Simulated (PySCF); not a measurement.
# Si2H6S: NMR shifts at several levels of theory

How much do the NMR shifts of Si2H6S (`[SiH3][SiH2]S`) depend on the level of theory, and what does each level cost?

The runs use PySCF 2.14.0, with density-fitted response routines of our own; the level of theory stands in each step. All values are computed, except where a source is named. Atoms count from 0, in the outputs and in this text.

**1. The molecule as given**

9 atoms, charge 0, multiplicity 1; geometry from: PBE0-D3(BJ)/def2-SVP.

Bonds of the start (Å): Si0–Si1 2.34, Si1–S2 2.16, Si0–H3 1.50, Si0–H4 1.50, Si0–H5 1.49, Si1–H6 1.49, Si1–H7 1.50, S2–H8 1.35.

**2. Shielding tensors: PBE0/pcSseg-2**

Job settings and geometry (Å):

```
{"job": {"kind": "nmr", "xc": "PBE0", "basis": "pcSseg-2", "pop": false}, "charge": 0, "multiplicity": 1}
Si    -1.295186     0.408493     0.070075
Si     0.621654    -0.913237    -0.182672
S      2.270236     0.028115     0.840162
H     -2.466627    -0.178881    -0.651857
H     -1.013528     1.765590    -0.494766
H     -1.625185     0.549872     1.520153
H      0.471069    -2.238366     0.487368
H      0.921650    -1.141122    -1.630990
H      2.145064     1.209437     0.196191
```

With the program's defaults for keys left out, this is: GIAO PBE0/pcSseg-2 NMR shielding, non-relativistic, gas phase.

Command:

```sh
OMP_NUM_THREADS=1 python probes_run.py task.json out
```

This one command runs all jobs of the session in turn.

Log:

```text
coarse grid: 8592 points
cycle   1  E = -980.4362683574  dE = -1.717e-01  |g| = 2.320e-01  |ddm| = 2.157e+00
cycle   2  E = -980.4360394369  dE =  2.289e-04  |g| = 2.284e-01  |ddm| = 4.802e-01
cycle   3  E = -980.4502919919  dE = -1.425e-02  |g| = 3.458e-02  |ddm| = 2.811e-01
cycle   4  E = -980.4505231087  dE = -2.311e-04  |g| = 4.967e-03  |ddm| = 3.395e-02
cycle   5  E = -980.4505280886  dE = -4.980e-06  |g| = 3.152e-03  |ddm| = 8.876e-03
final grid: 67832 points
cycle   6  E = -980.4628442147  dE = -2.681e-05  |g| = 4.706e-03  |ddm| = 1.783e-02
cycle   7  E = -980.4628440540  dE =  1.606e-07  |g| = 4.509e-03  |ddm| = 8.179e-03
cycle   8  E = -980.4628490298  dE = -4.976e-06  |g| = 2.916e-04  |ddm| = 4.381e-03
cycle   9  E = -980.4628490507  dE = -2.092e-08  |g| = 7.236e-05  |ddm| = 3.587e-04
cycle  10  E = -980.4628490521  dE = -1.442e-09  |g| = 2.189e-05  |ddm| = 9.057e-05
cycle  11  E = -980.4628490522  dE = -1.032e-10  |g| = 4.681e-06  |ddm| = 2.372e-05
converged SCF energy = -980.4628490522

GIAO shielding tensors (ppm)
atom      isotropic    diamagn.    paramagn.     s11        s22        s33       span
  0 Si     444.044     880.124    -436.080    435.827    437.669    458.636     22.809
  1 Si     396.066     879.074    -483.008    342.781    396.905    448.511    105.730
  2 S      754.616    1056.614    -301.999    643.018    689.940    930.889    287.871
  3 H       27.548      28.720      -1.172     24.447     25.070     33.128      8.681
  4 H       27.767      29.617      -1.850     24.795     26.351     32.155      7.360
  5 H       27.663      29.081      -1.418     24.756     25.882     32.351      7.595
  6 H       26.537      28.589      -2.052     23.438     24.704     31.468      8.030
  7 H       26.405      28.683      -2.278     22.345     24.872     31.997      9.652
  8 H       31.283      30.942       0.341     23.304     28.434     42.110     18.806
```

Run time: 14 s. Hardware: 1 thread of Arm Neoverse V2, shared host; peak memory 0.95 GiB.

Shifts follow as δ = σ(reference) − σ, with reference shieldings (ppm) from runs at the same level and on the same kind of geometry: ¹H TMS 31.25, ²⁹Si TMS 341.3, ³³S CS2 503. The references are single molecules in the gas phase. Atoms listed in one row are averaged.

```csv
atoms,environment,σ (ppm),δ (ppm)
"H6, H7","hydrogen on a silicon bonded to S, Si",26.47,4.77
"H3, H4, H5",hydrogen on a silicon bonded to Si,27.66,3.59
H8,hydrogen on a sulfur bonded to Si,31.28,-0.04
Si1,"silicon bonded to S, Si, 2 H",396.1,-54.8
Si0,"silicon bonded to Si, 3 H",444.0,-102.8
S2,"sulfur bonded to Si, H",755,-252
```

**3. Shielding tensors: mPW1PW91/pcSseg-2**

The job, as its differences from that of step 2:

```diff
@@ -1,2 +1,2 @@
-{"job": {"kind": "nmr", "xc": "PBE0", "basis": "pcSseg-2", "pop": false}, "charge": 0, "multiplicity": 1}
+{"job": {"kind": "nmr", "xc": "mPW1PW91", "basis": "pcSseg-2", "pop": false}, "charge": 0, "multiplicity": 1}
 Si    -1.295186     0.408493     0.070075
```

Level: GIAO mPW1PW91/pcSseg-2 NMR shielding, non-relativistic, gas phase.

Log:

```text
coarse grid: 8592 points
cycle   1  E = -980.8715294762  dE = -1.731e-01  |g| = 2.313e-01  |ddm| = 2.153e+00
cycle   2  E = -980.8711448554  dE =  3.846e-04  |g| = 2.345e-01  |ddm| = 4.933e-01
cycle   3  E = -980.8862293923  dE = -1.508e-02  |g| = 3.116e-02  |ddm| = 2.843e-01
cycle   4  E = -980.8864119109  dE = -1.825e-04  |g| = 5.160e-03  |ddm| = 3.063e-02
cycle   5  E = -980.8864174419  dE = -5.531e-06  |g| = 3.231e-03  |ddm| = 9.145e-03
cycle   6  E = -980.8864203202  dE = -2.878e-06  |g| = 3.964e-04  |ddm| = 3.105e-03
final grid: 67832 points
cycle   7  E = -980.8969278046  dE = -1.996e-05  |g| = 2.717e-03  |ddm| = 1.612e-02
cycle   8  E = -980.8969277514  dE =  5.321e-08  |g| = 2.420e-03  |ddm| = 4.427e-03
cycle   9  E = -980.8969289440  dE = -1.193e-06  |g| = 2.770e-04  |ddm| = 2.560e-03
cycle  10  E = -980.8969289683  dE = -2.432e-08  |g| = 8.594e-05  |ddm| = 4.231e-04
cycle  11  E = -980.8969289705  dE = -2.211e-09  |g| = 1.697e-05  |ddm| = 9.237e-05
cycle  12  E = -980.8969289706  dE = -7.776e-11  |g| = 3.009e-06  |ddm| = 1.838e-05
converged SCF energy = -980.8969289706

GIAO shielding tensors (ppm)
atom      isotropic    diamagn.    paramagn.     s11        s22        s33       span
  0 Si     441.638     880.238    -438.600    433.616    435.346    455.952     22.336
  1 Si     393.760     879.212    -485.452    340.719    394.693    445.867    105.148
  2 S      750.690    1056.834    -306.144    638.029    685.227    928.815    290.786
  3 H       27.617      28.797      -1.179     24.542     25.155     33.156      8.614
  4 H       27.827      29.704      -1.876     24.866     26.427     32.189      7.324
  5 H       27.724      29.162      -1.437     24.828     25.963     32.383      7.555
  6 H       26.617      28.664      -2.047     23.531     24.787     31.533      8.003
  7 H       26.482      28.759      -2.277     22.446     24.953     32.048      9.602
  8 H       31.353      30.997       0.357     23.395     28.517     42.148     18.753
```

Wall time 14 s (1 thread of Arm Neoverse V2, shared host); peak memory 0.95 GiB.

This run: δ Si1 -53.8, Si0 -101.6, S2 -251, H6 4.74, H3 3.57 ppm (means over like atoms).

**4. NMR shieldings: WP04/pcSseg-2**

The job, as its differences from that of step 3:

```diff
@@ -1,2 +1,2 @@
-{"job": {"kind": "nmr", "xc": "mPW1PW91", "basis": "pcSseg-2", "pop": false}, "charge": 0, "multiplicity": 1}
+{"job": {"kind": "nmr", "xc": "WP04", "basis": "pcSseg-2", "pop": false}, "charge": 0, "multiplicity": 1}
 Si    -1.295186     0.408493     0.070075
```

Method: GIAO WP04/pcSseg-2 NMR shielding, non-relativistic, gas phase.

Log:

```text
coarse grid: 8592 points
cycle   1  E = -991.4165796523  dE = -1.915e-01  |g| = 3.958e-01  |ddm| = 2.184e+00
cycle   2  E = -991.4034199197  dE =  1.316e-02  |g| = 4.332e-01  |ddm| = 8.127e-01
cycle   3  E = -991.4493083403  dE = -4.589e-02  |g| = 6.388e-02  |ddm| = 5.084e-01
cycle   4  E = -991.4503534777  dE = -1.045e-03  |g| = 1.487e-02  |ddm| = 7.739e-02
cycle   5  E = -991.4504059406  dE = -5.246e-05  |g| = 5.267e-03  |ddm| = 1.979e-02
cycle   6  E = -991.4504139928  dE = -8.052e-06  |g| = 9.468e-04  |ddm| = 5.281e-03
final grid: 67832 points
cycle   7  E = -991.4632207263  dE = -2.207e-05  |g| = 2.842e-03  |ddm| = 1.586e-02
cycle   8  E = -991.4632201330  dE =  5.934e-07  |g| = 2.820e-03  |ddm| = 4.758e-03
cycle   9  E = -991.4632219761  dE = -1.843e-06  |g| = 4.561e-04  |ddm| = 3.042e-03
cycle  10  E = -991.4632220403  dE = -6.419e-08  |g| = 9.182e-05  |ddm| = 5.960e-04
cycle  11  E = -991.4632220423  dE = -2.013e-09  |g| = 3.413e-05  |ddm| = 1.205e-04
cycle  12  E = -991.4632220426  dE = -3.333e-10  |g| = 3.922e-06  |ddm| = 3.607e-05
converged SCF energy = -991.4632220426

GIAO shielding tensors (ppm)
atom      isotropic    diamagn.    paramagn.     s11        s22        s33       span
  0 Si     414.932     882.218    -467.287    407.415    408.235    429.145     21.731
  1 Si     369.506     881.566    -512.060    318.263    371.905    418.352    100.089
  2 S      693.702    1060.585    -366.883    576.273    620.848    883.985    307.712
  3 H       28.381      29.639      -1.258     25.574     26.107     33.461      7.887
  4 H       28.579      30.765      -2.186     25.820     27.325     32.591      6.771
  5 H       28.483      30.120      -1.638     25.796     26.901     32.751      6.954
  6 H       27.568      29.583      -2.015     24.670     25.763     32.270      7.600
  7 H       27.372      29.740      -2.368     23.617     25.882     32.617      8.999
  8 H       32.048      31.887       0.161     24.470     29.437     42.236     17.766
```

Run time: 14 s. Hardware: 1 thread of Arm Neoverse V2, shared host; peak memory 0.95 GiB.

This run: δ Si1 -41.5, Si0 -86.9, S2 -225, H6 4.14, H3 3.13 ppm (means over like atoms).

**5. NMR shieldings: B97-2/pcSseg-2**

The job, as its differences from that of step 4:

```diff
@@ -1,2 +1,2 @@
-{"job": {"kind": "nmr", "xc": "WP04", "basis": "pcSseg-2", "pop": false}, "charge": 0, "multiplicity": 1}
+{"job": {"kind": "nmr", "xc": "B97-2", "basis": "pcSseg-2", "pop": false}, "charge": 0, "multiplicity": 1}
 Si    -1.295186     0.408493     0.070075
```

Method: GIAO B97-2/pcSseg-2 NMR shielding, non-relativistic, gas phase.

Log:

```text
coarse grid: 8592 points
cycle   1  E = -980.8821051209  dE = -1.715e-01  |g| = 2.268e-01  |ddm| = 2.164e+00
cycle   2  E = -980.8799915944  dE =  2.114e-03  |g| = 2.500e-01  |ddm| = 5.245e-01
cycle   3  E = -980.8976095756  dE = -1.762e-02  |g| = 2.483e-02  |ddm| = 3.008e-01
cycle   4  E = -980.8977340615  dE = -1.245e-04  |g| = 6.233e-03  |ddm| = 2.819e-02
cycle   5  E = -980.8977438811  dE = -9.820e-06  |g| = 3.367e-03  |ddm| = 1.038e-02
cycle   6  E = -980.8977469224  dE = -3.041e-06  |g| = 4.739e-04  |ddm| = 3.167e-03
final grid: 67832 points
cycle   7  E = -980.9082466273  dE = -3.657e-05  |g| = 4.544e-03  |ddm| = 1.831e-02
cycle   8  E = -980.9082473142  dE = -6.869e-07  |g| = 1.553e-03  |ddm| = 1.806e-03
cycle   9  E = -980.9082474581  dE = -1.439e-07  |g| = 2.054e-04  |ddm| = 7.515e-04
cycle  10  E = -980.9082474679  dE = -9.752e-09  |g| = 6.605e-05  |ddm| = 2.569e-04
cycle  11  E = -980.9082474689  dE = -1.062e-09  |g| = 1.646e-05  |ddm| = 7.864e-05
cycle  12  E = -980.9082474690  dE = -5.844e-11  |g| = 3.480e-06  |ddm| = 1.746e-05
converged SCF energy = -980.9082474690

GIAO shielding tensors (ppm)
atom      isotropic    diamagn.    paramagn.     s11        s22        s33       span
  0 Si     446.840     880.357    -433.517    439.184    440.571    460.765     21.581
  1 Si     400.024     879.349    -479.326    348.209    400.933    450.929    102.720
  2 S      749.824    1057.160    -307.336    638.973    683.718    926.781    287.808
  3 H       27.724      28.929      -1.206     24.686     25.286     33.198      8.512
  4 H       27.939      29.870      -1.931     25.015     26.559     32.242      7.227
  5 H       27.838      29.316      -1.479     24.980     26.100     32.433      7.453
  6 H       26.745      28.815      -2.070     23.686     24.925     31.625      7.939
  7 H       26.596      28.914      -2.318     22.588     25.080     32.121      9.533
  8 H       31.435      31.134       0.300     23.523     28.617     42.164     18.641
```

Run time: 14 s. Hardware: 1 thread of Arm Neoverse V2, shared host; peak memory 0.95 GiB.

In short: δ Si1 -52.4, Si0 -99.2, S2 -243, H6 4.69, H3 3.53 ppm (means over like atoms).

**6. Nuclear shieldings: BHandHLYP/pcSseg-2**

The job, as its differences from that of step 5:

```diff
@@ -1,2 +1,2 @@
-{"job": {"kind": "nmr", "xc": "B97-2", "basis": "pcSseg-2", "pop": false}, "charge": 0, "multiplicity": 1}
+{"job": {"kind": "nmr", "xc": "BHandHLYP", "basis": "pcSseg-2", "pop": false}, "charge": 0, "multiplicity": 1}
 Si    -1.295186     0.408493     0.070075
```

With the program's defaults for keys left out, this is: GIAO BHandHLYP/pcSseg-2 NMR shielding, non-relativistic, gas phase.

Log:

```text
coarse grid: 8592 points
cycle   1  E = -980.8156422078  dE = -2.037e-01  |g| = 2.550e-01  |ddm| = 2.115e+00
cycle   2  E = -980.8292303527  dE = -1.359e-02  |g| = 1.861e-01  |ddm| = 4.530e-01
cycle   3  E = -980.8384403992  dE = -9.210e-03  |g| = 2.866e-02  |ddm| = 2.192e-01
cycle   4  E = -980.8386625418  dE = -2.221e-04  |g| = 6.065e-03  |ddm| = 3.251e-02
cycle   5  E = -980.8386725728  dE = -1.003e-05  |g| = 1.597e-03  |ddm| = 8.119e-03
cycle   6  E = -980.8386732657  dE = -6.929e-07  |g| = 3.613e-04  |ddm| = 1.828e-03
final grid: 67832 points
cycle   7  E = -980.8451050242  dE = -5.159e-06  |g| = 9.850e-04  |ddm| = 6.625e-03
cycle   8  E = -980.8451051115  dE = -8.729e-08  |g| = 5.480e-04  |ddm| = 1.192e-03
cycle   9  E = -980.8451051681  dE = -5.658e-08  |g| = 7.985e-05  |ddm| = 5.030e-04
cycle  10  E = -980.8451051696  dE = -1.555e-09  |g| = 2.289e-05  |ddm| = 9.120e-05
cycle  11  E = -980.8451051698  dE = -1.191e-10  |g| = 3.296e-06  |ddm| = 2.490e-05
converged SCF energy = -980.8451051698

GIAO shielding tensors (ppm)
atom      isotropic    diamagn.    paramagn.     s11        s22        s33       span
  0 Si     442.433     878.654    -436.222    434.035    436.413    456.850     22.816
  1 Si     396.817     877.733    -480.916    347.293    398.288    444.871     97.578
  2 S      749.655    1056.614    -306.960    631.114    681.286    936.564    305.450
  3 H       27.897      28.909      -1.012     24.861     25.454     33.375      8.514
  4 H       28.085      29.815      -1.730     25.124     26.702     32.430      7.306
  5 H       27.979      29.261      -1.282     25.086     26.244     32.609      7.522
  6 H       26.980      28.808      -1.828     23.883     25.093     31.965      8.081
  7 H       26.870      28.888      -2.018     22.902     25.321     32.387      9.485
  8 H       31.529      31.328       0.201     23.651     28.579     42.357     18.706
```

Wall time 14 s (1 thread of Arm Neoverse V2, shared host); peak memory 0.95 GiB.

In short: δ Si1 -51.1, Si0 -96.7, S2 -249, H6 4.52, H3 3.46 ppm (means over like atoms).

(Part 1 of 2 ends here.)
